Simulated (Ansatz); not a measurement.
Two shapes of singlet CF4.

Shape 1:

```xyz
5

C     0.0393   -0.0309   -0.0016
F     0.7939    0.7959    0.7572
F     0.7448   -0.7668   -0.7124
F    -0.7321    0.7442   -0.7985
F    -0.7794   -0.7377    0.8000
```

Shape 2:

```xyz
5

C     0.0000    0.0000    0.0000
F     0.6988    0.6988    0.6988
F     0.6988   -0.6988   -0.6988
F    -0.6988    0.6988   -0.6988
F    -0.6988   -0.6988    0.6988
```

Basis set: 6-31G* (spherical functions). Frozen core: 5 orbitals. Charge 0, multiplicity 1.

Computed with Ansatz (development build ahead of 0.2.0); each method stands on the lowest determinant of its kind that the runs found.

(1) Which shape is lower in energy, and by how much in each method?

## Answers

(1)

| method | E(2) − E(1) (eV) |
| --- | --- |
| RHF | 1.184 |
| RHF-MP2 | 2.050 |

Shape 1 is lower. Caution: no unrestricted run beside it, a lower state can exist.
